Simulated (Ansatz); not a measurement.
Cost and result for the atomization energy of C₃H₅ClF₂ (`FCC(Cl)CF`) (11 atoms, 10 bonds).

```xyz
11

F     1.5965    1.3234    1.2437
C     1.1747    0.3432    0.3813
C    -0.3328    0.3236    0.2991
Cl   -1.0319   -0.1442    1.8700
C    -0.8054   -0.6148   -0.7852
F    -2.1595   -0.4940   -0.9691
H     1.5917    0.5622   -0.6084
H     1.5602   -0.6173    0.7350
H    -0.6980    1.3314    0.0914
H    -0.3123   -0.3590   -1.7301
H    -0.5831   -1.6544   -0.5278
```

Charge 0, multiplicity 1. Geometry: relaxed with PBE0-D4/def2-TZVP. It is a higher conformer; a search finds a lower one. Program: Ansatz. All runs use 4 threads of a server CPU on a shared host. Times are those of one run each, without the atoms' runs, and a repeat can differ threefold. Electronic energies, without spin–orbit coupling; frozen cores. CCSD(T)/CBS adds CCSD(T) − MP2 in def2-TZVPP to the MP2 limit, and its time is that of the two runs behind it. T1 = 0.010.

CCSD(T)/CBS is a level of theory with its own doubt, some kJ/mol a heavy atom from the limit and from the frozen cores, so smaller differences don't rank the functionals.

| level | functions | wall time | atomization (kJ/mol) | difference from CCSD(T)/CBS | per bond |
| --- | --- | --- | --- | --- | --- |
| LDA (SPW92)/def2-TZVPP | 267 | 2.8 s | 4887.1 | 709.3 | 70.9 |
| BLYP-D4/def2-TZVPP | 267 | 2.8 s | 4168.0 | -9.8 | -1.0 |
| BHLYP-D4/def2-TZVPP | 267 | 5.5 s | 4018.1 | -159.7 | -16.0 |
| r2SCANh-D4/def2-TZVPP | 267 | 6.5 s | 4162.9 | -14.9 | -1.5 |
| r2SCAN-D4/def2-TZVPP (with forces) | 267 | 7 s | 4194.5 | 16.7 | 1.7 |
| B2PLYP/def2-TZVPP | 267 | 8.5 s | 4127.8 | -50.0 | -5.0 |
| PBE-QIDH/def2-TZVPP | 267 | 9 s | 4168.4 | -9.4 | -0.9 |
| B97M-V/def2-TZVPP | 267 | 9.5 s | 4180.8 | 3.0 | 0.3 |
| CCSD(T)/def2-SVP | 113 | 10 s | 3976.8 | -201.0 | -20.1 |
| ωB97M-V/def2-TZVPP (with forces) | 267 | 14 s | 4193.7 | 15.9 | 1.6 |
| MP2/def2-QZVPP | 505 | 38 s | 4237.9 | 60.1 | 6.0 |
| CCSD(T)/def2-TZVPP | 267 | 4.6 min | 4071.0 | -106.8 | -10.7 |
| CCSD(T)/CBS(def2) | – | 5.3 min | 4177.8 | 0.0 | 0.0 |

At CCSD(T), def2-SVP lies −201.0 kJ/mol from the extrapolated value and def2-TZVPP −106.7 kJ/mol: correlation converges slowly with the basis, and small sets miss more of it in the bonded molecule than in its fragments. From r2SCAN to r2SCAN0 (25 % exact exchange), in def2-TZVPP and without D4, the atomization energy moves by −77.6 kJ/mol: exact exchange takes away binding that semilocal exchange gives to molecules. The D4 term adds +34.4 kJ/mol with B3LYP and +18.0 kJ/mol with PBE0; it sums over pairs of atoms, weighted by their polarisabilities, and B3LYP, whose exchange is more repulsive, gets the larger term.

B3LYP here is the variant with VWN-RPA as its local correlation; programs differ in this.
